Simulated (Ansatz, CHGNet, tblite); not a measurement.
**How well does each level of theory give the zone-centre TO phonon frequency of zinc-blende InAs?**

Reference value: 217 cm⁻¹ (measured, room temperature, not corrected to a static lattice; as tabulated in arXiv:1704.04770).

What do GFN2-xTB, CHGNet 0.3.0, LDA, BLYP, PBE, PBE-D3(BJ), r²SCAN+rVV10, HSE06, Hartree–Fock give, and how far is each from the reference?


| level (code) | value (cm⁻¹) | cell (Å³/atom) | difference (%) |
|---|---|---|---|
| GFN2-xTB (tblite) | 167 | 31.42 | -23 |
| CHGNet 0.3.0 | 125 | 29.60 | -42 |
| LDA (Ansatz) | 215 | 27.35 | -0.9 |
| BLYP (Ansatz) | 186 | 31.47 | -14.3 |
| PBE (Ansatz) | 200 | 29.59 | -7.8 |
| PBE-D3(BJ) (Ansatz) | 209 | 28.53 | -3.7 |
| r²SCAN+rVV10 (Ansatz) | 214 | 28.13 | -1.4 |
| HSE06 (Ansatz) | 213 | 28.49 | -1.8 |
| Hartree–Fock (Ansatz) | 219 | 29.43 | +0.9 |

Leaving aside GFN2-xTB (imaginary modes in this run): Once the reference is moved by up to 3.0 % (a margin picked here for doubts on the reference and the settings, and for temperature and zero-point motion) and values within 0.7 % count as equal, the nearest can be LDA (-0.9 %), Hartree–Fock (+0.9 %), r²SCAN+rVV10 (-1.4 %), HSE06 (-1.8 %) or PBE-D3(BJ) (-3.7 %). Farthest off among them: CHGNet 0.3.0 (-42 %).

The measured value isn't corrected to a static lattice, so vibrations enter the comparison.  GFN2-xTB: the method was fitted mainly to molecules. GFN2-xTB: the run uses a supercell at the zone centre in place of a k mesh. LDA, BLYP, PBE, PBE-D3(BJ): the solid has no gap at this level, which affects its response. PBE-D3(BJ): the dispersion coefficients are held fixed in the derivatives. Each level is taken at its own relaxed cell. Cutoffs and k meshes differ between the levels. Ansatz's density-functional and Hartree–Fock values are scalar-relativistic unless marked +SOC, with PAW data made under PBE.

Machine-learned potentials (CHGNet 0.3.0) are trained on DFT data: a solid inside that data is no test of them.

Differences are worked out from the printed values.

Ansatz is a first-principles code.
